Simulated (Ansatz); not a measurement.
System: fluorite SrCl₂. Method: PBEsol (PAW; Ansatz, an electronic-structure program).

Numerical settings: plane-wave cutoff 520 eV, 8×8×8 k mesh, Fermi–Dirac smearing 0.01 eV, scalar-relativistic PAW data made under PBE.

The cell has the measured lattice: a = b = c = 6.974 Å, α = β = γ = 90.00°.

Task: Predict the band gap, smallest direct gap on the k points sampled and Γ–Γ gap.

Result: 
* **band gap**: 5.15 eV
* **smallest direct gap on the k points sampled**: 5.36 eV
* **Γ–Γ gap**: 5.49 eV

Measured, for comparison: band gap 7.5 eV (temperature not stated, not corrected to a static lattice; as tabulated in Aguado et al. (1999), arXiv:cond-mat/9901145).

Note: cell and atoms aren't relaxed at this level (pressure -1.0 GPa).

Spin–orbit coupling is not included.

The computed numbers hold no vibrational or temperature effects.

The result took about 10 core-seconds (a rough figure).
